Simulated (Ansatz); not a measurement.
Born–Oppenheimer molecular dynamics of CH$_{2}$ClF (5 atoms, charge 0, multiplicity 1). It starts from a relaxed structure.

These are results of RKS PBE0-D4/def2-SVP (Ansatz 0.2.0), not measurements.

```json
{
 "ensemble": "NVT, Langevin thermostat",
 "time step": "0.5 fs",
 "steps asked": "250",
 "set temperature": "400 K",
 "friction": "0.02 /fs",
 "seed": "228796"
}
```

First frame:

```xyz
5
Properties=species:S:1:pos:R:3
F -0.960 0.546 0.758
C 0.084 0.076 0.054
Cl -0.413 -1.252 -1.010
H 0.847 -0.319 0.741
H 0.491 0.875 -0.584
```

(1) How far do the bonds stretch over the last three quarters of this one trajectory? (Pairs bonded in most of those frames.)

Results:

(1) 
| bond | mean (Å) | spread (Å) | shortest | longest |
| --- | --- | --- | --- | --- |
| F1–C2 | 1.341 | 0.034 | 1.29 | 1.41 |
| C2–Cl3 | 1.773 | 0.020 | 1.72 | 1.80 |
| C2–H4 | 1.105 | 0.030 | 1.05 | 1.16 |
| C2–H5 | 1.102 | 0.019 | 1.06 | 1.16 |

Mean temperature of the second half: 331 K. The mean temperature of the second half is 17 % below the set value. A run of 0.12 ps of so small a system gives no equilibrium averages.

Run time: 2.7 min on 1 thread of Arm Neoverse V2 (shared host), peak memory 0.092 GiB.
